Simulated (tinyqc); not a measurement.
UHF in the sto-3g basis, for H2O, spin multiplicity 1, step by step. This run ends on a higher stationary point, not on the lowest solution. Computed by tinyqc, a small Python program that keeps every step (integrals from PySCF). Settings: charge = 0, multiplicity = 1, basis = sto-3g, energy threshold = 1e-09, iteration cap = 71, orthogonalisation = canonical, start = Wolfsberg-Helmholz matrix, DIIS depth = 3, damping = 0.7, method = UHF, break = 0.4. Command: `OMP_NUM_THREADS=1 python tinyqc.py 25350 25351 out.jsonl` (the two numbers bound the seeds that draw the settings). One thread of a shared host (Intel(R) Xeon(R) Processor @ 2.60GHz), about 0.2 s of CPU time with the checks.

Geometry (angstrom):

| atom | x | y | z |
|---|---|---|---|
| O | 0.000000 | 0.000000 | 0.000000 |
| H | 0.000000 | 1.021000 | 0.762000 |
| H | 0.000000 | -1.021000 | 0.762000 |

Stop when the energy changes by less than 1e-09 hartree and every element of the error matrix X^T (F D S - S D F) X (for each spin) is below 9e-06.

Course of the cycle:

| iteration | E (hartree) | change | largest element of the error matrix |
|---|---|---|---|
| 1 | -74.25903901 | - | 2.90e-01 |
| 2 | -74.40172941 | -1.43e-01 | 2.08e-01 |
| 3 | -74.51028225 | -1.09e-01 | 1.57e-01 |
| 4 | -74.59177949 | -8.15e-02 | 1.10e-01 |
| 5 | -74.65236266 | -6.06e-02 | 7.91e-02 |
| 6 | -74.69829454 | -4.59e-02 | 5.63e-02 |
| 7 | -74.73775003 | -3.95e-02 | 4.02e-02 |
| 8 | -74.76842233 | -3.07e-02 | 2.84e-02 |
| 9 | -74.79167306 | -2.33e-02 | 2.00e-02 |
| 10 | -74.80870343 | -1.70e-02 | 1.41e-02 |
| 11 | -74.82100792 | -1.23e-02 | 9.89e-03 |
| 12 | -74.82978976 | -8.78e-03 | 6.94e-03 |
| 13 | -74.83602038 | -6.23e-03 | 4.87e-03 |
| 14 | -74.84041982 | -4.40e-03 | 3.41e-03 |
| ... | ... | ... | ... |
| 44 | -74.85080101 | -1.01e-07 | 7.74e-08 |
| 45 | -74.85080108 | -7.07e-08 | 5.41e-08 |
| 46 | -74.85080113 | -4.95e-08 | 3.79e-08 |
| 47 | -74.85080116 | -3.46e-08 | 2.65e-08 |
| 48 | -74.85080119 | -2.43e-08 | 1.86e-08 |
| 49 | -74.85080121 | -1.70e-08 | 1.30e-08 |
| 50 | -74.85080122 | -1.19e-08 | 9.10e-09 |
| 51 | -74.85080123 | -8.32e-09 | 6.37e-09 |
| 52 | -74.85080123 | -5.82e-09 | 4.46e-09 |
| 53 | -74.85080124 | -4.08e-09 | 3.12e-09 |
| 54 | -74.85080124 | -2.85e-09 | 2.19e-09 |
| 55 | -74.85080124 | -2.00e-09 | 1.53e-09 |
| 56 | -74.85080124 | -1.40e-09 | 1.07e-09 |
| 57 | -74.85080124 | -9.79e-10 | 7.49e-10 |

Can the last value be used, and what does the course show?

No, though the log alone does not show it. Converged in 57 iterations. But the solution lies 0.00034 hartree above the reference: it is another stationary point, not the lowest one. Reruns (cap 100 unless said): DIIS 8: converged in 11 to a higher stationary point; damping 0.5: converged in 67 to a higher stationary point; level shift 0.5: converged in 54 to a higher stationary point; atomic densities as start, DIIS 8: converged in 8 to a higher stationary point. PySCF UHF in the same basis, after a stability check = -74.85114057 hartree.
